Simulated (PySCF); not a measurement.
Property card for `NC/C=C/F`

Species: C3H6FN.
Atom-mapped SMILES: `[NH2:1][CH2:2]/[CH:3]=[CH:4]/[F:5]` (hydrogens: H6, H7 on N1; H8, H9 on C2; H10 on C3; H11 on C4)

Structural features include: C=C double bond, amine and C–F bond.

**GFN2-xTB geometry**

- Rotational constants A, B, C of the GFN2-xTB geometry: 15.478, 2.564, 2.248 GHz

**PBE0/def2-SVPD ground state and vertical TDDFT (core frozen in the response) (PySCF)**

- Dipole moment: 2.67 D
- HOMO energy: -7.06 eV
- LUMO energy: 0.52 eV
- HOMO–LUMO gap: 7.58 eV
- Lowest singlet excitation: 6.36 eV (195 nm, f = 0.018)
- Strongest line among the 8 lowest singlet transitions: S7 at 7.62 eV (163 nm, f = 0.185)
- Lowest triplet excitation (Tamm–Dancoff): 4.45 eV
- Static isotropic polarisability: 47.4 au
- Electronic spatial extent ⟨r²⟩ about the centre of nuclear charge: 516 bohr²

Monoisotopic mass (most abundant isotopes): 75.0484 u.

In wavenumbers S1 is 51300 cm⁻¹ (1 eV = 8065.54 cm⁻¹). The vertical singlet–triplet gap S1 − T1 is 1.91 eV (TDDFT singlet less Tamm–Dancoff triplet; S1: HOMO→LUMO+1, weight 0.68; T1: HOMO→LUMO, weight 0.51, beside HOMO−1→LUMO, weight 0.40). The polarisability is 7.02 Å³ as a volume (1 au = 0.148185 Å³), or 1.18 au for each of the 40 electrons. The largest Löwdin shares of the HOMO are 0.31 on N1, 0.16 on C4, 0.15 on C3 and 0.12 on C2.

The structure is a single GFN2-xTB conformer in the gas phase; no vibrational or solvent corrections.

The values belong to the conformer `[NH2:1][CH2:2]/[CH:3]=[CH:4]/[F:5]`: N1–C2–C3–C4 -8°, H–N1–C2–C3 -65°, H–N1–C2–C3 176°.
